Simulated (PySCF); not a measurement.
## SH⁺ at PBE0

Computed with PBE0; PySCF, spin-free X2C with a Gaussian nucleus, basis sets H x2c-SVPall, S x2c-SVPall.

For SH⁺, the state is ³Σ⁻ (triplet), unpaired electrons π ↑↑ and the bond length is 1.377 Å. The harmonic wavenumber is 2569 cm⁻¹, the force constant is 3.80 mdyn/Å and the rotational constant Be is 9.096 cm⁻¹. The anharmonicity ωexe is 44.4 cm⁻¹, the vibration–rotation constant αe is 0.262 cm⁻¹ and the well depth De to H + S⁺ is 3.74 eV. The dissociation energy D0 is 3.58 eV, the bond order (Mayer) is 0.93 and the dipole moment (positive dipole points towards S; it is taken about the centre of mass and depends on that origin) is -1.54 D.

For an ion De counts to the pair picked by the measured ionisation energies or electron affinities, which need not be the lowest pair at this level. The state is the lowest determinant that a PBE0 search found; another state may lie lower at other levels.
